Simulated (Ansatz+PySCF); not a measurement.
**doublet CH4S(+): levels of theory in one basis**

| atom | x (Å) | y (Å) | z (Å) |
| --- | --- | --- | --- |
| C | -1.1817 | 0.0203 | 0.0208 |
| H | -1.6572 | 0.9736 | 0.2040 |
| H | -1.7089 | -0.9114 | -0.1306 |
| S | 0.5293 | -0.0777 | -0.0783 |
| H | 0.8434 | 1.2412 | -0.1701 |
| H | 0.8945 | -0.1674 | 1.2397 |

Basis set: cc-pVTZ on H, C; cc-pV(T+d)Z on S (spherical functions). Left uncorrelated: 6 orbitals. Correlation on ROHF uses semicanonical orbitals with singles. Charge 1, multiplicity 2.

Computed with Ansatz (development build ahead of 0.2.0) and PySCF 2.14.0; each method stands on the lowest determinant of its kind that the runs found.

```
  method  E − E(ROHF) (eV)  <S²> of the determinant
    ROHF              0.00                     0.75
     UHF             -0.14                     0.77
ROHF-MP2             -8.83                        –
 UHF-MP2             -8.81                     0.77
```

(1) What does ROHF-CCSD(T) give on the same scale?

Results:

(1) -10.22 eV.
